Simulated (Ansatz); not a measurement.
CH4O3S (`CS(=O)(=O)O`) at its PBE0-D4/def2-TZVP geometry, where that method's forces vanish. Charge 0, multiplicity 1.

```xyz
9

C    -0.1601    0.9835   -0.4887
S    -0.0449   -0.3643    0.6372
O     1.2372   -0.3465    1.2707
O    -1.2468   -0.4242    1.3936
O    -0.0572   -1.6073   -0.3646
H    -1.0745    0.8744   -1.0692
H    -0.1995    1.8904    0.1142
H     0.7186    0.9911   -1.1310
H     0.8271   -1.9970   -0.3622
```

Q: What forces (eV/Å) does PBE-D4/def2-TZVPP give on these atoms in Ansatz? (An estimate is asked.)

A: The calculation gave: 
```
C1  -0.016  0.146 -0.135
S2   0.065  0.371 -0.311
O3   1.195  0.059  0.577
O4  -1.170 -0.047  0.676
O5  -0.448 -0.578 -0.623
H6  -0.176  0.005 -0.133
H7  -0.012  0.191  0.098
H8   0.166  0.025 -0.143
H9   0.397 -0.172 -0.006
```
